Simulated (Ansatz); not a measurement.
A calculation with Ansatz (development build ahead of 0.2.0).

```yaml
crystal:
  periodic: [false, false, false]
  atoms:
    - { symbol: C, position_ang: [0.0, 0.0, -1.02717] }
    - { symbol: S, position_ang: [0.0, 0.0, 0.38519] }
basis:
  gaussian: { orbitals: STO-3G }
hamiltonian:
  xc: hf
```

The input is written out in the form of the current development build from the run's settings.

The run gave:

- Converged: yes
- Total energy: -430.45180 hartree
- Spin squared of the determinant: 0.000
